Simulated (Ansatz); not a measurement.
# AlHO (singlet): the correlation ladder at a displaced geometry (v1), cc-pVTZ

One table from this session's results is given with a row withheld; the runs are named, their logs left out.

Program: Ansatz 0.2.0, Gaussian basis. Level of theory: cc-pVTZ, core rule «outside noble gas», up to 6 orbitals frozen. These are calculated values, not measurements.

To be run: UHF; CCSD(T) on RHF; BCCD(T) on RHF; CCSDT(Q) on RHF.

10 further runs of the same task are left out: 3 for a known fault of the program, 2 that didn't finish, 5 set aside as unsound or not needed.

### The system

The geometry is a PBE0/def2-TZVP stationary point (not a proven minimum) with its atoms shifted at random (size 0.040 Å).

3 atoms, charge 0, spin multiplicity 1.

Atoms are counted from 1 here; the program's logs count them from 0.

Bond lengths: Al1–O2 1.605 Å, Al1–H3 1.516 Å. Angles: O2–Al1–H3 178.0°.

As a file:

```mol
AlHO
  3D, bonds by distance, orders not assigned

  3  2  0  0  0  0  0  0  0  0999 V2000
   -0.0154   -0.0090    0.0301 Al  0  0
   -0.0163   -0.0252   -1.5748 O   0  0
    0.0317    0.0342    1.5447 H   0  0
  1  2  8  0
  1  3  8  0
M  END
```

The first run:

Contents of in.yaml:

```yaml
crystal:
  periodic: [false, false, false]
  atoms:
    - {symbol: Al, position_ang: [-0.015433, -0.009008, 0.030111]}
    - {symbol: O, position_ang: [-0.016266, -0.025151, -1.574790]}
    - {symbol: H, position_ang: [0.031698, 0.034159, 1.544679]}
basis:
  gaussian: {orbitals: cc-pVTZ}
magnetization: {spin_polarized: true, initial_magnetization: 0}
hamiltonian: {xc: hf}
output: {orbitals: {seedname: orbitals}}
```

Launch:

```bash
$ ansatz run in.yaml --threads 1 --pin off --events-out ev --progress --plain --max-ram 2393MiB
```

Steps of the session up to this table: UHF; CCSD(T) on RHF; BCCD(T) on RHF; CCSDT(Q) on RHF.

One of the session's tables, all rows but one given; the rest of the session is left out.

| method | from RCCSDT(Q) (meV) |
| --- | --- |
| RHF | +9451.7 |
| RMP2 | +441.1 |
| RCCSD | +510.3 |
| RCCSD(T) | +56.3 |
| BCCD(T) | ? |
| RCCSDT | +48.7 |
| RCCSDT(Q) | 0 |

Estimate the missing values for BCCD(T).

The run gave: from RCCSDT(Q) (meV): +50.2. In the column «from RCCSDT(Q) (meV)» it lies between RCCSDT (+48.7) and RCCSD(T) (+56.3).
